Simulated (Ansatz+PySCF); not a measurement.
The numbers below are computed, except where a source is named.
This Ansatz input gave a total energy of -53.03557 hartree.

```yaml
crystal:
  periodic: [false, false, false]
  atoms:
    - { symbol: B, position_ang: [0.04826, -0.00737, 0.87009] }
    - { symbol: B, position_ang: [-0.03629, -0.02184, -0.8543] }
    - { symbol: H, position_ang: [1.00375, -0.03651, -0.03254] }
    - { symbol: H, position_ang: [-0.99394, 0.02366, -0.04404] }
    - { symbol: H, position_ang: [-0.03397, 1.05795, 1.50282] }
    - { symbol: H, position_ang: [-0.03945, -1.02711, 1.44804] }
    - { symbol: H, position_ang: [-0.0403, 1.08037, -1.46009] }
    - { symbol: H, position_ang: [-0.01026, -1.09858, -1.48015] }
basis:
  gaussian: { orbitals: def2-SVP }
magnetization:
  spin_polarized: true
hamiltonian:
  xc: hf
correlation:
  method: ccsd_t
  frozen_orbitals: { B: 1, H: 0 }
scf:
  omitted_lower_state_checks: [stability, starts, atomic_configurations, cluster_reference, orbital_swaps, given_window_search, neighbouring_geometries, increment]
```

Write an input for PySCF with the same method and basis set.

```python
from pyscf import gto, scf, cc

mol = gto.M(atom="""
B 0.048260 -0.007370 0.870090
B -0.036290 -0.021840 -0.854300
H 1.003750 -0.036510 -0.032540
H -0.993940 0.023660 -0.044040
H -0.033970 1.057950 1.502820
H -0.039450 -1.027110 1.448040
H -0.040300 1.080370 -1.460090
H -0.010260 -1.098580 -1.480150
""", basis='def2-svp', charge=0, spin=0)
mf = scf.UHF(mol)
mf.kernel()
mycc = cc.CCSD(mf, frozen=2).run()
et = mycc.ccsd_t()
print(mf.e_tot, mycc.e_corr, et, mycc.e_tot + et)
```

PySCF 2.14.0 gave -53.03557 hartree, 0.03 meV from the first.
